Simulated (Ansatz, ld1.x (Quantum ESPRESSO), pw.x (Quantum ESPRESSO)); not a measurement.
**What a changed setting does to a pw.x run (bcc H)**

Potential: norm-conserving RRKJ (Kleinman–Bylander form), ld1.x (Quantum ESPRESSO) 7.5, LDA (PW92); core none, reference 1s1; waves: 2p channel at -0.05 Ry: rc 1.25 bohr; 1s (bound): rc 1.30 bohr; local part: the s channel; core correction: none; rho0 0.01.

The reference run (k-mesh 18³, cutoffs 45/180 Ry, Fermi–Dirac 0.01 Ry, mixing_beta 0.4, conv_thr 1e-9, no spin) gives -1.61 GPa at 2.974 Å³/atom, where all-electron LAPW gives -2.42 GPa. This run, with its own iteration cap, changes startingwfc to random.

```
&control
  calculation='scf', prefix='x', pseudo_dir='./', outdir='./tmp', tstress=.true., disk_io='none'
/
&system
  ibrav=0, nat=1, ntyp=1, ecutwfc=45, ecutrho=180, nbnd=7,
  occupations='smearing', smearing='fd', degauss=0.01
/
&electrons
  conv_thr=1e-09, mixing_beta=0.4, electron_maxstep=50, startingwfc='random'
/
ATOMIC_SPECIES
H 1.0 H.UPF
CELL_PARAMETERS angstrom
  -0.90592795 0.90592795 0.90592795
  0.90592795 -0.90592795 0.90592795
  0.90592795 0.90592795 -0.90592795
ATOMIC_POSITIONS crystal
H 0.0000 0.0000 0.0000
K_POINTS automatic
18 18 18 0 0 0
```

```bash
pw.x < H.scf.in > H.scf.out
```

How does the run end?

It converges in 3 iterations; the free energy moves by +0.0 meV/atom and the pressure by +0.00 GPa. The result is that of the reference run.

```
Message from routine setup:
     using ibrav=0 with symmetry is DISCOURAGED, use correct ibrav instead
     lattice parameter (alat)  =       2.9652  a.u.
     unit-cell volume          =      20.0695 (a.u.)^3
     number of electrons       =         1.00
     number of Kohn-Sham states=            7
     kinetic-energy cutoff     =      45.0000  Ry
     charge density cutoff     =     180.0000  Ry
     scf convergence threshold =      1.0E-09
     Exchange-correlation= PW
     number of k points=   195  Fermi-Dirac smearing, width (Ry)=  0.0100
     iteration #  1     ecut=    45.00 Ry     beta= 0.40
     total energy              =      -1.07011710 Ry
     estimated scf accuracy    <       0.00001963 Ry
     iteration #  2     ecut=    45.00 Ry     beta= 0.40
     total energy              =      -1.07011780 Ry
     estimated scf accuracy    <       0.00000710 Ry
     iteration #  3     ecut=    45.00 Ry     beta= 0.40
     the Fermi energy is     3.8227 ev
!    total energy              =      -1.07011781 Ry
     estimated scf accuracy    <          1.1E-10 Ry
     smearing contrib. (-TS)   =      -0.00043589 Ry
     The total energy is F=E-TS. E is the sum of the following terms:
     one-electron contribution =       0.63742938 Ry
     hartree contribution      =       0.01631001 Ry
     xc contribution           =      -0.66053353 Ry
     ewald contribution        =      -1.06288777 Ry
     convergence has been achieved in   3 iterations
          total   stress  (Ry/bohr**3)                   (kbar)     P=      -16.11
     Message from routine punch:
     Nothing written, as per user request (disk_io='none')
```

The run took about 2.4 s on one core of a shared server CPU.
